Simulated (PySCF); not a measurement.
# EPR parameters of C5H5

C5H5 (doublet state).
Structure used (GFN2-xTB), in Å, numbered top down from 1:
```xyz
10
C5H5 angstrom
C     -1.3704    0.4412    0.1571
C     -0.3855   -0.6731    0.2893
C      0.8838   -0.5925   -0.1186
C      2.1351   -1.1383   -0.6247
C      2.0271    0.1970   -0.4143
H     -0.9196    1.3112   -0.3137
H     -1.7458    0.7239    1.1424
H     -2.2276    0.1236   -0.4378
H     -0.7493   -1.5960    0.7203
H      2.3611    1.2077   -0.4226
```

The species is `C/C=C1[C]=C/1` [radical].

Method: UKS B3LYP, pcH-1 on C H, non-relativistic, mean-field spin-orbit, GIAO in PySCF 2.14.0. Geometry: GFN2-xTB; no solvent, vibrations or thermal averaging. A GFN2-xTB geometry isn't a minimum of the functional, and hyperfine couplings can be far from their values at a DFT geometry. The frame is twisted about the C2–C3 bond at this geometry (dihedral C1–C2–C3–C5 = 26°); couplings at other torsion angles weren't computed. The SCF solution wasn't tested for stability.

| Quantity | Value |
| --- | --- |
| g1, g2, g3 | 2.00204, 2.00271, 2.00323 |
| g_iso | 2.00266 |
| Form of g | rhombic: the two nearest values differ by 44 % of g3 − g1 |
| ⟨S²⟩ | 0.7663 (exact 0.7500) |
| Total energy | -193.35586 Eh |

Hyperfine couplings atom by atom, in mT; T1 to T3 are the principal values of the dipolar part (MHz turned into mT with g_iso):

```json
{"atom": "C1", "isotope": "13C", "a_iso": "0.01", "T1": "-0.09", "T2": "-0.04", "T3": "0.14", "Mulliken spin population": "-0.03"}
{"atom": "C2", "isotope": "13C", "a_iso": "0.98", "T1": "-1.36", "T2": "-1.32", "T3": "2.68", "Mulliken spin population": "0.46"}
{"atom": "C3", "isotope": "13C", "a_iso": "-0.71", "T1": "-1.26", "T2": "-0.30", "T3": "1.56", "Mulliken spin population": "0.05"}
{"atom": "C4", "isotope": "13C", "a_iso": "4.29", "T1": "-1.46", "T2": "-0.95", "T3": "2.40", "Mulliken spin population": "0.27"}
{"atom": "C5", "isotope": "13C", "a_iso": "0.18", "T1": "-0.81", "T2": "-0.65", "T3": "1.46", "Mulliken spin population": "0.20"}
{"atom": "H6", "isotope": "1H", "a_iso": "0.00", "T1": "-0.12", "T2": "-0.07", "T3": "0.19", "Mulliken spin population": "0.00"}
{"atom": "H7", "isotope": "1H", "a_iso": "2.49", "T1": "-0.12", "T2": "-0.05", "T3": "0.17", "Mulliken spin population": "0.03"}
{"atom": "H8", "isotope": "1H", "a_iso": "1.37", "T1": "-0.13", "T2": "-0.11", "T3": "0.23", "Mulliken spin population": "0.01"}
{"atom": "H9", "isotope": "1H", "a_iso": "0.24", "T1": "-0.61", "T2": "-0.12", "T3": "0.73", "Mulliken spin population": "0.00"}
{"atom": "H10", "isotope": "1H", "a_iso": "0.20", "T1": "-0.37", "T2": "-0.09", "T3": "0.45", "Mulliken spin population": "0.00"}
```

The largest Mulliken spin populations are on C2 (+0.46), C4 (+0.27) and C5 (+0.20). Three atoms exceed +0.15.

C4, the radical centre as drawn in `C/C=C1[C]=C/1`, holds a spin population of +0.27 out of 1.

Axes: g1 points within 4° of the C5–H10 bond.

Under fast tumbling the dipolar parts average out, and these isotropic splittings remain: 3 × 1H (H6/H7/H8, I = 1/2, 4 lines) with 1.29 mT, 1 × 1H (H9, I = 1/2, 2 lines) with 0.24 mT and 1 × 1H (H10, I = 1/2, 2 lines) with 0.20 mT.

Nuclei that the bonding pattern makes equivalent are averaged, as if the motion that swaps them (rotation, inversion, ring flip) were fast. The three 1H nuclei of mean +36.1 MHz run from 0.1 to 69.7 MHz in the frozen geometry.

The 13C coupling of C4 (120.3 MHz) shows only in satellite lines or after enrichment, since that isotope makes up about 1.07 % of natural carbon.

The spin density at the nucleus, in bohr⁻³, is negative for C3 (-0.0177), for instance. A restricted open-shell determinant has no negative spin density anywhere; here it arises because α and β orbitals differ (spin polarisation).
